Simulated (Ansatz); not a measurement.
Process, species as SMILES: P (PH3) → 3 H atom + P atom
B3LYP-D3(BJ)/def2-TZVP geometries, fixed; electronic energies without zero-point terms.

Basis-set convergence of the atomisation energy at B3LYP with Ansatz (a quantum-chemistry and plane-wave program). Cartesian d functions, on some or all atoms, in 6-31G*, 6-31+G*, 6-311G**, 6-311+G**; all else is spherical. The program fits the integrals of some runs and decomposes those of others, by size. Open shells are unrestricted. No added dispersion term, no relativity. Functions are those of the species that has most. Reference: the value in pcseg-4, 245.04 kcal/mol, itself unsure by roughly 0.04 kcal/mol (its mean distance from aug-pcseg-3, aug-cc-pV(Q+d)Z, cc-pV(5+d)Z). Deviations are taken from unrounded values.

```tsv
basis	functions	atomisation energy (kcal/mol)
6-31G*	25	239.29
6-31+G*	29	239.64
def2-SVP	33	241.24
def2-SVPD	48	242.91
pcseg-1	33	239.74
aug-pcseg-1	54	240.47
cc-pV(D+d)Z	38	241.15
aug-cc-pV(D+d)Z	59	240.86
6-311G**	45	241.83
6-311+G**	49	241.41
def2-TZVP	55	244.35
def2-TZVPD	70	244.51
pcseg-2	76	244.04
aug-pcseg-2	119	244.38
cc-pV(T+d)Z	81	244.80
aug-cc-pV(T+d)Z	124	244.70
def2-TZVPP	84	244.98
def2-TZVPPD	99	245.06
cc-pV(Q+d)Z	154	245.11
aug-cc-pV(Q+d)Z	227	245.09
def2-QZVPP	160	244.90
def2-QZVPPD	175	244.93
pcseg-3	163	244.97
aug-pcseg-3	236	244.99
```

What the diffuse functions change, pair by pair:
- 6-31G* to 6-31+G*: 4 more functions, deviation -5.75 to -5.41 kcal/mol
- def2-SVP to def2-SVPD: 15 more functions, deviation -3.81 to -2.14 kcal/mol
- pcseg-1 to aug-pcseg-1: 21 more functions, deviation -5.30 to -4.57 kcal/mol
- cc-pV(D+d)Z to aug-cc-pV(D+d)Z: 21 more functions, deviation -3.89 to -4.19 kcal/mol
- 6-311G** to 6-311+G**: 4 more functions, deviation -3.22 to -3.63 kcal/mol
- def2-TZVP to def2-TZVPD: 15 more functions, deviation -0.69 to -0.54 kcal/mol
- pcseg-2 to aug-pcseg-2: 43 more functions, deviation -1.01 to -0.66 kcal/mol
- cc-pV(T+d)Z to aug-cc-pV(T+d)Z: 43 more functions, deviation -0.24 to -0.34 kcal/mol
- def2-TZVPP to def2-TZVPPD: 15 more functions, deviation -0.06 to 0.02 kcal/mol
- cc-pV(Q+d)Z to aug-cc-pV(Q+d)Z: 73 more functions, deviation 0.06 to 0.05 kcal/mol
- def2-QZVPP to def2-QZVPPD: 15 more functions, deviation -0.14 to -0.12 kcal/mol
- pcseg-3 to aug-pcseg-3: 73 more functions, deviation -0.08 to -0.05 kcal/mol

They bring the value nearer the reference by more than 0.04 kcal/mol in 6 of 12 pairs.
